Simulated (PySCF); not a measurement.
Compound: C5H7 (charge +1).
SMILES with atom numbers: `[CH3:1][C+:2]1[CH:3]=[CH:4][CH2:5]1` (hydrogens: H6, H7, H8 on C1; H9 on C3; H10 on C4; H11, H12 on C5)

Theory: PBE0-D3(BJ)/def2-SVP geometry optimisation, gas phase in PySCF 2.14.0.

Q: List the bond lengths, angles and torsions at this level.

A: 
| bond | length (pm) |
| --- | --- |
| C1–C2 | 146.6 |
| C2–C3 | 139.9 |
| C3=C4 | 137.7 |
| C4–C5 | 150.3 |
| C2–C5 | 151.0 |
| C1–H6, C1–H7 | 109.9 |
| C1–H8 | 110.7 |
| C3–H9 | 109.1 |
| C4–H10 | 109.9 |
| C5–H11, C5–H12 | 109.8 |

Bonds in one row agree within 1 pm and their mean is given. A selection of angles:
| angle | degrees |
| --- | --- |
| C2–C1–H6 | 110.8 |
| C2–C1–H7 | 113.4 |
| C2–C1–H8 | 106.3 |
| H6–C1–H7 | 111.2 |
| H6–C1–H8 | 105.6 |
| H7–C1–H8 | 109.1 |
| C1–C2–C3 | 131.8 |
| C1–C2–C5 | 128.8 |
| C3–C2–C5 | 96.7 |
| C2–C3–C4 | 81.0 |
| C2–C3–H9 | 136.3 |
| C4–C3–H9 | 136.6 |
| C3–C4–C5 | 98.0 |
| C3–C4–H10 | 129.8 |
| C5–C4–H10 | 129.3 |
| C4–C5–H11 | 119.0 |
| C4–C5–H12 | 113.9 |
| C2–C5–C4 | 73.5 |
| C2–C5–H11 | 118.2 |
| C2–C5–H12 | 114.6 |
| H11–C5–H12 | 112.5 |

Dihedral angles: C1–C2–C3–C4 136° (anticlinal); C2–C3–C4–C5 26° (synperiplanar); C3–C4–C5–C2 -24° (synperiplanar); C1–C2–C5–C4 -139° (anticlinal). The mirror-image conformer, all signs reversed, is as good.

C4 (carbon bonded to 2 C and H) is almost planar (angles 129.8°, 129.3° and 98.0°, sum 357.1°, 0.12 Å off the plane of its three neighbours). C3 (carbon bonded to 2 C and H) has angles 136.6°, 136.3° and 81.0°, sum 353.9°, 0.16 Å off the plane of its three neighbours. The 4-membered ring C2–C3–C4–C5 has internal angles of 73.5° to 98.0°; it is puckered, 0.16 Å rms from its mean plane, widest ring torsion 26°. C2 (carbon bonded to 3 C) is almost planar (angles 131.8°, 128.8° and 96.7°, sum 357.2°, 0.14 Å off the plane of its three neighbours). The 5 C–C bonds span 1.377 Å (C3=C4, drawn double in one of several resonance forms) to 1.510 Å (C2–C5, drawn single), a spread of 0.133 Å.

PBE0-D3(BJ)/def2-SVP frequencies: not computed here.

The run took 18 s on an Arm Neoverse V1 with one thread, shared host with 32 logical CPUs at a one-minute load of 19, and the process peaked at 0.46 GiB of memory. That covers the optimisation of the geometry.
